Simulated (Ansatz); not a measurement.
Basis-set extrapolation for C7H16 (`CCCCCCC`) (PBE0-D4/def2-TZVP geometry, frozen core, Ansatz 0.2.0). Multiplicity 1, RHF reference.

```
                      def2-TZVPP   def2-QZVPP
                 HF  -274.503439  -274.516579
    MP2 correlation    -1.239402    -1.315802
CCSD(T) correlation    -1.372539      not run
```

Energies in hartree. Use E(X) = E(∞) + A·exp(−7.88·√X) for Hartree–Fock and E(X) = E(∞) + B·X^(−2.97) for correlation, with X = 3 and 4, and add CCSD(T) minus MP2 of the smaller set to the MP2 limit.

Task: What is the CCSD(T) energy at the basis-set limit?

Result: HF limit: -274.516579 + (-0.013140) × 0.13774 = -274.51839. MP2 limit: -1.315802 + (-0.076400) × 0.74074 = -1.37239. Higher-order term: -1.372539 − (-1.239402) = -0.13314. Total: -276.02392 hartree, 388.4 kJ/mol below CCSD(T)/def2-TZVPP.
